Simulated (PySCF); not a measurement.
**diiminomethane: calculation against experiment**

**What was measured.**

From NIST CCCBDB Release 22 (SRD 101), experimental dipoles, for the gas: dipole moment 1.9 ± 0.05 D.

The runs below try to reproduce these values; the comparison stands at the end.

Diiminomethane, CH2N2.
SMILES with atom numbers: `[NH:1]=[C:2]=[NH:3]` (hydrogens: H4 on N1; H5 on N3)

Geometry (PBE0-D3(BJ)/def2-TZVP, Å), atoms numbered from 1 in this order:
```xyz
5
CH2N2 angstrom
N     -1.128   -0.506    0.001
C      0.039   -0.158   -0.017
N      1.242    0.011   -0.075
H     -1.824    0.065   -0.457
H      1.704    0.555    0.640
```

The PySCF runs (gas phase, on this PBE0-D3(BJ)/def2-TZVP geometry; no spin–orbit coupling):

```tsv
level	job	basis functions	wall time
PBE0-D3(BJ)/def2-TZVP, grid level 2	geometry optimisation from a GFN2-xTB start shaken at random	105	10 s
PBE0/pcSseg-2	shieldings, charges and field gradients	136	4.5 s
CAM-B3LYP/aug-cc-pVTZ	10 singlets by full TDDFT, 4 Tamm–Dancoff triplets, polarisability	184	8.1 s
PBE0/aug-cc-pVTZ	10 singlets by full TDDFT, 4 Tamm–Dancoff triplets, polarisability, dynamic polarisability	184	7.6 s
wB97X-D/aug-cc-pVTZ	10 singlets by full TDDFT, 4 Tamm–Dancoff triplets, polarisability, ΔSCF ions	184	31 s
```

Hardware: one thread, Arm Neoverse V2 (aarch64), no GPU (shared host).

## Comparison

**Dipole moment.** Measured: 1.9 D (NIST CCCBDB Release 22 (SRD 101), experimental dipoles).

```json
{"level": "PBE0-D3(BJ)/def2-TZVP", "computed (D)": "2.08", "computed − measured (D)": "+0.18", "% (from the printed values)": "+9"}
{"level": "PBE0/pcSseg-2", "computed (D)": "2.09", "computed − measured (D)": "+0.19", "% (from the printed values)": "+10"}
{"level": "CAM-B3LYP/aug-cc-pVTZ", "computed (D)": "2.00", "computed − measured (D)": "+0.10", "% (from the printed values)": "+5"}
{"level": "PBE0/aug-cc-pVTZ", "computed (D)": "1.96", "computed − measured (D)": "+0.06", "% (from the printed values)": "+3"}
{"level": "wB97X-D/aug-cc-pVTZ", "computed (D)": "1.98", "computed − measured (D)": "+0.08", "% (from the printed values)": "+4"}
```

Closest is PBE0/aug-cc-pVTZ (+0.06 D), furthest PBE0/pcSseg-2 (+0.19 D); one molecule doesn't rank methods. All 5 levels lie above the measurement. The computed dipoles belong to one fixed geometry; measured ones are averaged over vibrations unless marked μe. Magnitudes are compared, not signs.

No measured geometry was used, and the causes of the misses weren't examined.
